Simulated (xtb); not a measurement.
HO, SMILES [OH] (connectivity only; charge and spin as stated), charge -1, multiplicity 1. All values are semi-empirical tight-binding results from xtb (GFN2-xTB unless named), good for trends rather than for accurate numbers. Geometry optimised at GFN2-xTB. The multiplicity is an assumed one; other spin states were not compared.

Optimised geometry:

Bonds (Å): O1–H2 0.979.
Charge -1, spin multiplicity 1.

**Question.** Estimate the properties. (The exact figures need the calculation; the answer reports its results.)

**Answer.** 
- point group as xtb finds it = C∞v
- orbital gap = 13.21 eV
- static polarisability (D4 model) = 11.0 bohr³
- solvation energy, GFN2-xTB/ALPB(water) = -91.8 kcal/mol
- solvation energy, GFN2-xTB/ALPB(thf) = -67.2 kcal/mol

**Question.** Give the IR lines (harmonic; lines under 4 % of the strongest left out, lines within 3 cm⁻¹ merged). (An estimate is asked for; the answer gives what the named calculation found.)

**Answer.** ν (cm⁻¹): 3398 (vs) (against the strongest line: vs over 80 %, s over 45 %, m over 15 %, w over 4 %, vw less)

Computed atomic charges:
charges (e) O1 -1.03, H2 0.03.
